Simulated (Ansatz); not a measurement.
B3⁺, relaxed as a singlet with RKS PBE-D4/def2-TZVP in Ansatz, starting from the GFN2-xTB geometry. Force threshold 0.02 eV/Å.

The restricted singlet is unstable: a solution with broken spin symmetry lies lower. The structure comes from a short search, and lower isomers may exist.

Start:

```xyz
3

B    -0.7725    0.3163    0.2403
B     0.5705   -0.2570    0.6026
B     0.2020   -0.0593   -0.8428
```

```tsv
step	energy (eV)	largest force component (eV/Å)	SCF passes
1	-2008.8069	2.655	26
2	-2008.9205	1.252	28
3	-2008.9583	0.094	28
4	-2008.9585	0.002	29
```

Force components are those of the run's own axes.

End:

```xyz
3

B    -0.8083    0.3310    0.2514
B     0.5970   -0.2689    0.6304
B     0.2114   -0.0621   -0.8818
```

By distances, no bond broke or formed. The bond that changes most is B1–B2, from 1.50 to 1.57 Å (atoms count from 1).

No frequencies were taken in this run, so the end may be a saddle point.

Hardware: 4 threads of AMD EPYC 9B14 on a shared host. Wall time 1.1 s.
